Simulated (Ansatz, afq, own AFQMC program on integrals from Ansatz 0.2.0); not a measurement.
**N, quartet: AFQMC among the cluster methods**

A free N atom.

Basis cc-pVTZ. Noble-gas cores (and the filled d shells of Ga–Kr and In–Xe) are frozen. AFQMC by an in-house program on the Cholesky factors that Ansatz 0.2.0 writes for its CCSD(T) run. ph-AFQMC/CISD is guided by a CISD state made of CCSD amplitudes; releasing the constraint for a short imaginary time cuts its bias at the price of noise, slowly where states lie close. Free projection: walkers drawn from exp(T), propagated without any constraint. Its projection time is finite, and what remains of the start isn't in its error. Uncertainties: one standard error, sampling alone.

Determinant: UHF, the one that the program's search chose, which needn't be the lowest solution.

Full CI on the same integrals is exact in this basis and with this determinant's frozen core.

* T1 diagnostic: 0.0053
* weight of the determinant in the CISD state: 0.965
* ⟨S²⟩ of the determinant: 3.756
* size of the correlated space: 5 electrons in 29 orbitals

Reference: full CI, correlation energy -3.113 eV. The released energy is read at 2.40 1/Eh (meV from the phaseless value at times in 1/Eh: 0.1 ± 0.5 at 0.24, 0.1 ± 0.4 at 0.51, 0.3 ± 0.6 at 0.99, -0.2 ± 0.6 at 1.62, -1.0 ± 0.7 at 2.40).

```
         level  E − E(reference) (kJ/mol)  share of correlation (%)
            HF                      300.3                      0.00
           MP2                       48.4                     83.87
          CCSD                        6.9                     97.69
       CCSD(T)                        0.9                     99.68
         CCSDT                        0.1                     99.96
      CCSDT(Q)                        0.0                    100.00
        CCSDTQ                        0.0                    100.00
   ph-AFQMC/HF                  2.8 ± 1.3                     99.07
 ph-AFQMC/CISD                 0.0 ± 0.05                     99.99
released AFQMC                -0.1 ± 0.07                    100.02
    free AFQMC                 0.0 ± 0.06                     99.99
```

CCSDT and higher add their correlation energy to the determinant of the CCSD(T) run, since their own runs factorise the integrals more tightly (a shift of under 2 meV). Free projections are given only where their last times agree within the noise and don't stop above the reference; a slow remainder of the start can still hide under it. A walk keeps the symmetry of its determinant, which the program's search chose and which needn't be the lowest solution, so a lower state of the same spin and another symmetry isn't excluded. Released energies are given only where the last usable release times agree within the noise; a slower fall can still hide under it.
